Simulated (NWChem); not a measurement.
# SF4 (sulfur tetrafluoride): levels of theory compared

Wanted: a comparison of 6 runs (BLYP/6-311+G**, B3LYP/6-311+G**, M06-L/6-311+G**, PBE0/6-311+G**, SVWN5/6-311+G**, TPSS/6-311+G**) of SF4 (sulfur tetrafluoride). 

The calculation is run with NWChem 7.3.0.

## (1) The system as given

SF4 has 5 atoms, charge 0, and is taken as a singlet. SMILES: `FS(F)(F)F`. The coordinates come from a PBE0-D4/def2-TZVP relaxation.

Bond lengths: F1–S2 1.553 Å, S2–F3 1.649 Å, S2–F4 1.649 Å, S2–F5 1.553 Å. Angles: F1–S2–F3 87.6°, F1–S2–F4 87.6°, F1–S2–F5 101.3°, F3–S2–F4 172.5°, F3–S2–F5 87.6°, F4–S2–F5 87.6°.

## (2) Energy and gradient at BLYP/6-311+G(d,p) (run 1)

test.nw reads:

```
start test
memory total 2200 mb

geometry units angstrom noautosym nocenter noautoz
   F     -0.561200    -0.228000     1.172800
   S      0.064000    -0.357400    -0.243000
   F      1.536700    -0.462000     0.491400
   F     -1.440100    -0.077300    -0.858200
   F      0.400600     1.124600    -0.563100
end

basis spherical bse
   * library 6-311+G**
end

dft
   xc becke88 lyp
   mult 1
   grid fine
   convergence energy 1e-08
   iterations 100
   mulliken
   print low
end

task dft gradient
```

On the command line:

```
$ nwchem test.nw > test.out
```

Output:

```text
[...]
 d= 0,ls=0.0,diis     1   -797.3140254712 -1.10D+03  2.63D-02  3.93D+00     1.4
[...]
 d= 0,ls=0.0,diis    11   -797.5934291320 -2.84D-09  2.24D-07  2.36D-09    11.2
         Total DFT energy =     -797.593429131978
      One electron energy =    -1699.513558315484
           Coulomb energy =      670.829865056254
    Exchange-Corr. energy =      -67.628796450201
 Nuclear repulsion energy =      298.719060577453
[...]
      Total Density - Mulliken Population Analysis
     ---------------------------------------------
    Atom       Charge   Shell Charges
 -----------   ------   -------------------------------------------------------
    1 F    9     9.17   1.08  0.92  1.19  1.10  2.32  0.89  1.67 -0.06  0.06  0.01
    2 S   16    15.29   0.78  1.19  0.94  1.05  1.25  0.77  1.85  4.01  0.91  1.68  0.30  0.07  0.02  0.45
    3 F    9     9.19   1.08  0.92  1.19  1.09  2.31  0.92  1.76 -0.16  0.07  0.00
    4 F    9     9.19   1.08  0.92  1.19  1.09  2.31  0.92  1.76 -0.16  0.07  0.00
    5 F    9     9.17   1.08  0.92  1.19  1.10  2.32  0.89  1.67 -0.06  0.06  0.01
[...]
                         DFT ENERGY GRADIENTS
    atom               coordinates                        gradient
                 x          y          z           x          y          z
   1 F      -1.060514  -0.430858   2.216271    0.022312  -0.002888  -0.050049
   2 S       0.120942  -0.675388  -0.459203   -0.009479   0.053033   0.036072
   3 F       2.903942  -0.873053   0.928611   -0.041666   0.006227  -0.018239
   4 F      -2.721394  -0.146076  -1.621763    0.041352  -0.004494   0.019403
   5 F       0.757024   2.125186  -1.064105   -0.012520  -0.051877   0.012812
 Task  times  cpu:       13.6s     wall:       13.6s
 Total times  cpu:       13.6s     wall:       13.6s
```

It took 14 s on 1 thread of AMD EPYC 9R45 (Zen 5), shared host; peak memory 0.13 GiB.

## (3) Energy and gradient at B3LYP/6-311+G(d,p) (run 2)

geom.xyz reads:

```xyz
5
F4S
F     -0.561200    -0.228000     1.172800
S      0.064000    -0.357400    -0.243000
F      1.536700    -0.462000     0.491400
F     -1.440100    -0.077300    -0.858200
F      0.400600     1.124600    -0.563100
```

geom.nw reads:

```
start geom
title "F4S"
memory stack 880 mb heap 220 mb global 1100 mb

geometry units angstroms noautosym nocenter noautoz
  load format xyz geom.xyz
end

basis "ao basis" spherical bse
  * library 6-311+G**
end

dft
  xc b3lyp
  mult 1
  grid fine
  convergence energy 1e-08
  maxiter 100
  mulliken
end

task dft gradient
```

On the command line:

```
$ nwchem geom.nw > geom.out
```

Output:

```text
[...]
          Wavefunction type:  closed shell.
          No. of atoms     :     5
          No. of electrons :    52
[...]
          Charge           :     0
          Spin multiplicity:     1
[...]
          AO basis - number of functions:   118
[...]
              XC Information
              --------------
                         B3LYP Method XC Potential
                     Hartree-Fock (Exact) Exchange  0.200
                        Slater Exchange Functional  0.800 local
                    Becke 1988 Exchange Functional  0.720 non-local
              Lee-Yang-Parr Correlation Functional  0.810
                  VWN I RPA Correlation Functional  0.190 local
[...]
 d= 0,ls=0.0,diis     1   -797.3709960867 -1.10D+03  2.10D-02  3.11D+00     1.3
[...]
 d= 0,ls=0.0,diis    10   -797.6154459933 -5.64D-09  2.85D-07  1.54D-09    10.4
         Total DFT energy =     -797.615445993306
      One electron energy =    -1699.457497809219
           Coulomb energy =      670.786384053731
    Exchange-Corr. energy =      -67.663392815271
 Nuclear repulsion energy =      298.719060577453
[...]
  wavefunction    = closed shell
                         DFT ENERGY GRADIENTS
    atom               coordinates                        gradient
                 x          y          z           x          y          z
   1 F      -1.060514  -0.430858   2.216271    0.013107  -0.001698  -0.029405
   2 S       0.120942  -0.675388  -0.459203   -0.005837   0.032690   0.022240
   3 F       2.903942  -0.873053   0.928611   -0.025868   0.003090  -0.011930
   4 F      -2.721394  -0.146076  -1.621763    0.025957  -0.003600   0.011570
   5 F       0.757024   2.125186  -1.064105   -0.007359  -0.030482   0.007526
[...]
```

Run time: 14 s. Hardware: 1 thread of AMD EPYC 9R45 (Zen 5), shared host; peak memory 0.13 GiB.

Runs 3 to 5 aren't shown in full; the table further down has their settings and results.

## (4) Energy and forces at TPSS/6-311+G(d,p) (run 6)

run.py reads:

```python
from ase import Atoms
from ase.calculators.nwchem import NWChem

atoms = Atoms('FSFFF', positions=[
    [-0.561200, -0.228000, 1.172800],
    [0.064000, -0.357400, -0.243000],
    [1.536700, -0.462000, 0.491400],
    [-1.440100, -0.077300, -0.858200],
    [0.400600, 1.124600, -0.563100],
])

calc = NWChem(
    label='work',
    theory='dft',
    memory='2200 mb',
    basis='6-311+G**',
    basispar='spherical bse',
    dft={'xc': 'xtpss03 ctpss03', 'mult': '1', 'grid': 'fine', 'convergence': 'energy 1e-08', 'iterations': '100', 'mulliken': None},
)
atoms.calc = calc

forces = atoms.get_forces()
print("Total energy (eV):", round(atoms.get_potential_energy(), 6))
print("forces (eV/A):")
for s, f in zip(atoms.symbols, forces):
    print(f"{s:2s} {f[0]:10.5f} {f[1]:10.5f} {f[2]:10.5f}")
print("dipole (e A):", atoms.get_dipole_moment().round(4))
```

On the command line:

```
$ export ASE_NWCHEM_COMMAND="nwchem PREFIX.nwi > PREFIX.nwo"
$ python run.py
```

Output:

```text
Total energy (eV): -21705.368896
forces (eV/A):
F    -0.88698    0.11426    1.98957
S     0.39400   -2.20513   -1.50003
F     1.58637   -0.19078    0.73055
F    -1.59131    0.21947   -0.71034
F     0.49797    2.06218   -0.50980
dipole (e A): [ 0.0242 -0.1348 -0.0916]
```

The calculator wrote work.nwi:

```
title "work"

permanent_dir work

scratch_dir work

start work

geometry units angstrom nocenter noautosym noautoz
  F  -5.6120000000000003e-01 -2.2800000000000001e-01 1.1728000000000001e+00
  S  6.4000000000000001e-02 -3.5740000000000000e-01 -2.4299999999999999e-01
  F  1.5367000000000000e+00 -4.6200000000000002e-01 4.9140000000000000e-01
  F  -1.4400999999999999e+00 -7.7299999999999994e-02 -8.5819999999999996e-01
  F  4.0060000000000001e-01 1.1246000000000000e+00 -5.6310000000000004e-01
end

memory 2200 mb

basis spherical bse noprint
   * library 6-311+G**
end

dft
  xc xtpss03 ctpss03
  mult 1
  grid fine
  convergence energy 1e-08
  iterations 100
  mulliken
end

task dft gradient
```

work.nwo:

```text
Northwest Computational Chemistry Package (NWChem) 7.3.0
             --------------------------------------------------------

           Job information
           ---------------

    nwchem branch   = 7.3.0
    use scalapack   = T
    input           = work.nwi
    prefix          = work.
    data base       = work/work.db
    status          = startup
    nproc           =        1

           Memory information
           ------------------

[... 5 lines left out ...]
    hardfail = no
[... 95 lines left out ...]
  convergence criterion.
[... 37 lines left out ...]
          Spatial weights used:  Erf1
[... 32 lines left out ...]
 1-e energy   =   -1702.251706
[... 44 lines left out ...]
           Coulomb energy =      670.898526868188
[... 905 lines left out ...]
          Convergence on density requested:  1.00D-05
[... 23 lines left out ...]
          total energy or number of iterations.
[... 36 lines left out ...]
                 ----------------------------------------
                 |  Time  |  1-e(secs)   |  2-e(secs)   |
                 ----------------------------------------
                 |  CPU   |       0.01   |       1.96   |
                 ----------------------------------------
                 |  WALL  |       0.01   |       1.96   |
                 ----------------------------------------

 Task  times  cpu:       16.0s     wall:       16.0s
 Total times  cpu:       16.0s     wall:       16.0s
```

It took 17 s on 1 thread of AMD EPYC 9R45 (Zen 5), shared host; peak memory 0.13 GiB.

## (5) The series

```tsv
run	level	energy (Eh)	largest force (eV/Å)	wall time
1	BLYP/6-311+G**	-797.593429	3.334	14 s
2	B3LYP/6-311+G**	-797.615446	2.055	14 s
3	M06-L/6-311+G**	-797.539046	1.940	17 s
4	PBE0/6-311+G**	-797.084338	1.423	12 s
5	SVWN5/6-311+G**	-793.766192	1.978	13 s
6	TPSS/6-311+G**	-797.657601	2.696	17 s
```

## (6) What came out

| quantity | value |
| --- | --- |
| run 6: total energy | -797.65760 Eh |
| run 6: dipole moment | 0.79 D |
| run 6: HOMO energy | -8.68 eV |
| run 6: LUMO energy | -3.31 eV |
| run 6: HOMO–LUMO gap | 5.37 eV |
| run 6: largest force on an atom | 2.696 eV/Å |

In words: Over runs 2, 3, 4, 5, 6 the dipole moment (its size) runs from 0.79 D (TPSS/6-311+G**) to 0.94 D (B3LYP/6-311+G**). Over runs 2, 3, 4, 5, 6 the HOMO–LUMO gap runs from 5.16 eV (SVWN5/6-311+G**) to 7.79 eV (PBE0/6-311+G**). Totals of different functionals can't be ranked against each other. All runs together took 86 s, the longest 17 s.
